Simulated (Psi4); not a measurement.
**TPSSh/def2-TZVPPD run of HCl (hydrogen chloride)**

What is the vertical electron affinity of HCl (hydrogen chloride) at TPSSh/def2-TZVPPD? 

The calculation is run with Psi4 1.11.

## 1. The structure to begin with

The species is HCl (2 atoms), meant as a singlet with charge 0. SMILES: `Cl`. The coordinates come from a PBE0-D4/def2-TZVP relaxation.

Bond lengths: Cl1–H2 1.279 Å.

## 2. Energy and forces at TPSSh/def2-TZVPPD

The input, input.inp:

```
memory 1600 mb

molecule molecule1 {
  0 1
  Cl
  H 1 1.278791
  symmetry c1
}

set {
  basis def2-TZVPPD
  puream true
  e_convergence 1e-09
  d_convergence 1e-08
  scf_type pk
  dft_radial_points 99
  dft_spherical_points 590
}

E, wfn = gradient('tpssh', return_wfn=True)
oeprop(wfn, 'QUADRUPOLE', 'LOWDIN_CHARGES', 'MULLIKEN_CHARGES')
```

Started as:

```sh
$ psi4 -i input.inp -o input.out -n 1
```

input.out:

```text
[...]
  Running in c1 symmetry.
[...]
  Nuclear repulsion =    7.034779398189383
[...]
  Multiplicity = 1
[...]
  Nalpha       = 9
  Nbeta        = 9
[...]
    Number of basis functions: 68
[...]
   @RKS iter   1:  -460.80715597803595   -7.86536e-02   4.55316e-03 ADIIS/DIIS
[...]
   @RKS iter   8:  -460.83477449495695   -5.34328e-12   4.66049e-09 DIIS
[...]
    Orbital Energies [Eh]
    ---------------------
    Doubly Occupied:
       1A   -101.387131     2A     -9.389209     3A     -7.137154
       4A     -7.127834     5A     -7.127834     6A     -0.825785
       7A     -0.461119     8A     -0.320660     9A     -0.320660
[...]
  @RKS Final Energy:  -460.83477449495695
   => Energetics <=
    Nuclear Repulsion Energy =              7.0347793981893831
    One-Electron Energy =                -649.9685912293969068
    Two-Electron Energy =                 207.9297262792484275
    DFT Exchange-Correlation Energy =     -25.8306889429978419
    Empirical Dispersion Energy =           0.0000000000000000
    VV10 Nonlocal Energy =                  0.0000000000000000
    Total Energy =                       -460.8347744949569460
[...]
  -Total Gradient:
     Atom            X                  Y                   Z
    ------   -----------------  -----------------  -----------------
       1       -0.000000000000    -0.000000000000     0.000965268937
       2        0.000000000000    -0.000000000000    -0.000964430257
[...]
 Multipole Moments:
 ------------------------------------------------------------------------------------
     Multipole            Electronic (a.u.)      Nuclear  (a.u.)        Total (a.u.)
 ------------------------------------------------------------------------------------
 L = 1.  Multiply by 2.5417464519 to convert [e a0] to [Debye]
 Dipole X            :         -0.0000000            0.0000000           -0.0000000
 Dipole Y            :          0.0000000            0.0000000            0.0000000
 Dipole Z            :         -0.7651609            1.1980381            0.4328772
 Magnitude           :                                                    0.4328772
 L = 2.  Multiply by 1.3450342976 to convert [e a0^2] to [Debye ang]
 Quadrupole XX       :        -10.4132831            0.0000000          -10.4132831
 Quadrupole XY       :         -0.0000000            0.0000000           -0.0000000
[...]
  Mulliken Charges: (a.u.)
   Center  Symbol    Alpha    Beta     Spin     Total
       1    CL     8.61982  8.61982  0.00000 -0.23963
       2     H     0.38018  0.38018  0.00000  0.23963
   Total alpha =  9.00000, Total beta =  9.00000, Total charge = -0.00000
  Lowdin Charges: (a.u.)
   Center  Symbol    Alpha    Beta     Spin     Total
       1    CL     8.27969  8.27969  0.00000  0.44062
       2     H     0.72031  0.72031  0.00000 -0.44062
  Total alpha =  9.00000, Total beta =  9.00000, Total charge = -0.00000
[...]
```

It took 11 s on 1 thread of Intel Xeon Platinum 8488C (Sapphire Rapids), shared host; peak memory 0.77 GiB.

## 3. The doublet anion: a single-point energy at UTPSSh/def2-TZVPPD

The input, clh.json:

```json
{
 "schema_name": "qcschema_input",
 "schema_version": 1,
 "molecule": {
  "schema_name": "qcschema_molecule",
  "schema_version": 2,
  "symbols": ["Cl", "H"],
  "geometry": [1.03179046, -0.33731611, 0.5306351, -1.03179046, 0.33731611, -0.5306351],
  "molecular_charge": -1,
  "molecular_multiplicity": 2,
  "fix_symmetry": "c1",
  "fix_com": true,
  "fix_orientation": true
 },
 "driver": "energy",
 "model": {
  "method": "tpssh",
  "basis": "def2-TZVPPD"
 },
 "keywords": {
  "reference": "uks",
  "puream": true,
  "e_convergence": 1e-09,
  "d_convergence": 1e-08,
  "scf_type": "pk",
  "dft_radial_points": 99,
  "dft_spherical_points": 590,
  "maxiter": 200,
  "scf_properties": ["LOWDIN_CHARGES", "DIPOLE", "MULLIKEN_CHARGES"]
 }
}
```

Started as:

```sh
$ psi4 --qcschema clh.json -n 1 --memory 1600MB
```

stdout:

```text
[...]
  Running in c1 symmetry.
[...]
  Nuclear repulsion =    7.034776967508856
[...]
  Multiplicity = 2
[...]
  Nalpha       = 10
  Nbeta        = 9
[...]
    Number of basis functions: 68
[...]
   @UKS iter   1:  -460.66748863854298    6.10134e-02   6.47103e-03 ADIIS/DIIS
[...]
   @UKS iter  13:  -460.78402219991716   -4.54747e-13   9.09129e-10 DIIS
[...]
   @S^2 Observed:                7.502490962E-01
[...]
    Orbital Energies [Eh]
    ---------------------
    Alpha Occupied:
       1A   -101.176775     2A     -9.180914     3A     -6.927612
       4A     -6.920099     5A     -6.920099     6A     -0.623359
       7A     -0.257632     8A     -0.125732     9A     -0.125732
      10A      0.116777
    Alpha Virtual:
      11A      0.159664    12A      0.169228    13A      0.169228
      14A      0.231212    15A      0.309719    16A      0.309719
      17A      0.344571    18A      0.344579    19A      0.378997
      20A      0.401981    21A      0.424332    22A      0.424332
      23A      0.592282    24A      0.668294    25A      0.668294
[...]
  @UKS Final Energy:  -460.78402219991716
   => Energetics <=
    Nuclear Repulsion Energy =              7.0347769675088561
    One-Electron Energy =                -653.6049606123560807
    Two-Electron Energy =                 211.7425000054260522
    DFT Exchange-Correlation Energy =     -25.9563385604960146
    Empirical Dispersion Energy =           0.0000000000000000
    VV10 Nonlocal Energy =                  0.0000000000000000
    Total Energy =                       -460.7840221999172172
[...]
 Multipole Moments:
 ------------------------------------------------------------------------------------
     Multipole            Electronic (a.u.)      Nuclear  (a.u.)        Total (a.u.)
 ------------------------------------------------------------------------------------
 L = 1.  Multiply by 2.5417464519 to convert [e a0] to [Debye]
 Dipole X            :        -15.3992587           16.5086474            1.1093886
 Dipole Y            :          5.0343730           -5.3970578           -0.3626847
 Dipole Z            :         -7.9196189            8.4901616            0.5705427
 Magnitude           :                                                    1.2991545
[...]
  Mulliken Charges: (a.u.)
   Center  Symbol    Alpha    Beta     Spin     Total
       1    CL    10.38608  8.65033  1.73574 -2.03641
       2     H    -0.38608  0.34967 -0.73574  1.03641
   Total alpha = 10.00000, Total beta =  9.00000, Total charge = -1.00000
  Lowdin Charges: (a.u.)
   Center  Symbol    Alpha    Beta     Spin     Total
       1    CL     9.02016  8.29752  0.72264 -0.31768
       2     H     0.97984  0.70248  0.27736 -0.68232
  Total alpha = 10.00000, Total beta =  9.00000, Total charge = -1.00000
[...]
```

The result, in JSON:

```text
{
 "driver": "energy",
 "model": {
  "method": "tpssh",
  "basis": "def2-TZVPPD"
 },
 "success": true,
 "return_result": -460.78402219991716,
 "properties": {
  "calcinfo_nbasis": 68,
  "calcinfo_nmo": 68,
  "calcinfo_nalpha": 10,
  "calcinfo_nbeta": 9,
  "calcinfo_natom": 2,
  "nuclear_repulsion_energy": 7.034776967508856,
  "return_energy": -460.78402219991716,
  "scf_one_electron_energy": -653.6049606123561,
  "scf_two_electron_energy": 211.74250000542605,
  "scf_xc_energy": -25.956338560496015,
  "scf_dipole_moment": [1.1093886171121454, -0.3626847357683509, 0.5705427240701404],
  "scf_total_energy": -460.78402219991716,
  "scf_iterations": 13
 }
}
```

It took 16 s on 1 thread of Intel Xeon Platinum 8488C (Sapphire Rapids), shared host; peak memory 0.76 GiB.

## 4. Summary of results

Level: TPSSh/def2-TZVPPD.

| quantity | value |
| --- | --- |
| singlet HCl: total energy | -460.83477 Eh |
| singlet HCl: dipole moment | 1.10 D |
| singlet HCl: HOMO energy | -8.73 eV |
| singlet HCl: LUMO energy | -0.44 eV |
| singlet HCl: HOMO–LUMO gap | 8.29 eV |
| singlet HCl: largest force on an atom | 0.050 eV/Å |
| doublet anion: total energy | -460.78402 Eh |
| doublet anion: HOMO energy (highest over α and β) | 3.18 eV |
| doublet anion: LUMO energy (lowest over α and β) | 3.88 eV |
| doublet anion: ⟨S²⟩ | 0.750 |
| vertical electron affinity (to the doublet anion) | -1.381 eV |

**Reading.** The anion lies 1.38 eV (32 kcal/mol) above the neutral: the electron isn't bound at this level, and such a value depends on the basis. The HOMO (doublet anion) lies at positive energy, 3.18 eV; only total energies tell whether the electron is bound.
